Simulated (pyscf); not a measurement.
Four-centre exchange: `[Cl][SiH][Cl]` [doublet] + `[NH3]` -> `[NH2][Si]([Cl])[Cl]` [doublet] + `[H][H]`

Gas phase, doublet surface, charge 0. Bonds broken: Si2–H4, N5–H6. Bonds formed: Si2–N5, H4–H6. Optimised with ωB97X-D3(BJ)/def2-SVP in PySCF.

Transition state (Å):

```xyz
8

Cl    -0.4988     1.7255    -0.8296
Si     0.1767     0.6122     0.7868
Cl     2.2131     0.2261     0.4000
H     -1.5348     0.4967     1.6979
N     -0.6106    -1.0275     0.3611
H     -1.5032    -0.3840     1.1004
H     -0.7627    -1.2179    -0.6320
H     -0.2118    -1.8534     0.8134
```

One imaginary mode, 1585i cm⁻¹; descent along it reached the two sides named, in the forms told below.

```json
[
 {"bond": "Si2–H4", "change": "breaks", "reactant side (Å)": "1.492", "saddle": "1.942", "product side": "4.1"},
 {"bond": "N5–H6", "change": "breaks", "reactant side (Å)": "1.024", "saddle": "1.326", "product side": "2.8"},
 {"bond": "Si2–N5", "change": "forms", "reactant side (Å)": "1.979", "saddle": "1.868", "product side": "1.717"},
 {"bond": "H4–H6", "change": "forms", "reactant side (Å)": "2.8", "saddle": "1.065", "product side": "0.760"}
]
```

Electronic energies relative to the separated reactants (kJ/mol):

```csv
level,barrier,reaction energy,reverse barrier
ωB97X-D3(BJ)/def2-TZVP,109.8,-49.7,159.5
PBE/def2-TZVP,88.1,-42.0,130.1
r²SCAN/def2-TZVP,95.7,-51.0,146.7
B3LYP-D3(BJ)/def2-TZVP,106.4,-48.2,154.6
PBE0-D3(BJ)/def2-TZVP,96.5,-43.5,140.0
M06-2X/def2-TZVP,112.1,-54.9,167.0
ωB97M-D3(BJ)/def2-TZVP,107.7,-45.4,153.0
HF/def2-TZVP,204.6,-29.3,234.0
```

With ωB97M-D3(BJ)/def2-TZVP energies and thermal terms (ideal gas, 1 atm, RRHO with modes under 100 cm⁻¹ raised to 100, one conformer, R ln 2 for rigid chiral ones), in kJ/mol:

| T (K) | ΔH‡ | ΔG‡ | ΔH | ΔG |
|---|---|---|---|---|
| 298 | 96.4 | 140.3 | -58.9 | -52.3 |
| 600 | 98.3 | 184.4 | -52.5 | -48.2 |
| 900 | 102.1 | 226.6 | -47.8 | -47.1 |
| 1200 | 106.2 | 267.5 | -44.4 | -47.5 |

On the reactant side the descent ends in an adduct with a N–Si contact, 36.9 kJ/mol under the separated species and 146.7 kJ/mol under the saddle at ωB97X-D3(BJ)/def2-TZVP. What is counted as formed (N–Si) is already present as a longer contact in the reactant adduct; forming that adduct is a step of its own. At the saddle there is also a short H–Si contact that neither side keeps. One saddle was located; it need not be the lowest between these sides.
